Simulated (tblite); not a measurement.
C₃H₈NS (doublet state).
Z-matrix (Å and degrees, GFN2-xTB geometry), rows numbered from 1:
```
C 
C   1  1.5237
C   2  1.5248  1  111.04
N   3  1.4251  2  111.52  1   -63.38
S   3  1.8477  2  109.48  1   173.17
H   1  1.0869  2  110.13  3   177.44
H   1  1.0864  2  110.20  3    57.18
H   1  1.0872  2  110.45  3   -62.63
H   2  1.0912  1  110.15  3   120.65
H   2  1.0924  1  109.99  3  -120.45
H   3  1.0939  2  110.34  1    57.76
H   4  1.0137  3  111.83  2   -58.72
H   4  1.0123  3  112.54  2   177.61
```

The geometry is computed with GFN2-xTB (gas phase). This method treats the open shell by occupation alone, without spin polarisation.

Masses are those of the commonest isotopes; rigid-rotor values at the optimised geometry. The values belong to one conformer with, in the numbering `[CH3:1][CH2:2][C@H:3]([NH2:4])[S:5]`, C1–C2–C3–N4 -63°, C2–C3–N4–H -59° and 178°.

(1) Give the principal moments of inertia and the rotational constants in MHz.

(2) What kind of rotor is it?

(3) Is it planar, by Δ = Ic − Ia − Ib?

(4) Give the other two planar moments, Paa and Pbb, and the rms extents of the mass along the axes.

(5) Where do the levels up to J = 2 lie, in MHz?

(6) Estimate the classical rotational partition function at 25 K, 298.15 K and 500 K.

Answers

(1) Ia = 69.75, Ib = 212.54, Ic = 262.83 u·Å²; 505379 MHz·u·Å²/I gives A = 7246, B = 2378, C = 1923 MHz.

(2) An asymmetric top. Ray's parameter κ = (2B − A − C)/(A − C) = -0.829; −1 is the prolate and +1 the oblate limit.

(3) Not planar: Δ = Ic − Ia − Ib = -19.45 u·Å². For a rigid frame Δ = −2 Σ m c², so Σ m c² = 9.73 u·Å² lies off the ab plane: 6.96 from hydrogen and 2.77 from heavier atoms. The atom farthest from that plane is 1.43 Å away.

(4) Paa = Σ m a² = (Ib + Ic − Ia)/2 = 202.81 and Pbb = Σ m b² = (Ia + Ic − Ib)/2 = 60.02 u·Å². With the mass M = 90.04 u, the rms extents √(P/M) along a, b and c are 1.50, 0.82, 0.33 Å.

(5) Above 0(0,0):
J = 1: 1(0,1) 4301, 1(1,1) 9169, 1(1,0) 9624
J = 2: 2(0,2) 12871, 2(1,2) 17315, 2(1,1) 18680, 2(2,1) 33284, 2(2,0) 33315
Those of J = 1 are B + C, A + C and A + B.

(6) Point group C1, symmetry number σ = 1; q = (√π/σ)·√((kT/h)³/(ABC)), k/h = 20836.6 MHz/K: 3660 at 25 K, 151000 at 298.15 K, 327000 at 500 K.

For this open shell read J as N, the rotation without spin; fine and hyperfine splittings come on top. Its GFN2-xTB frequencies are all real (lowest 97 cm⁻¹). Zero-point vibration and centrifugal distortion are left out.

Hardware: an Arm Neoverse V2 with one thread (shared host). Cost: 0.18 s wall. That covers the optimisation of the geometry.
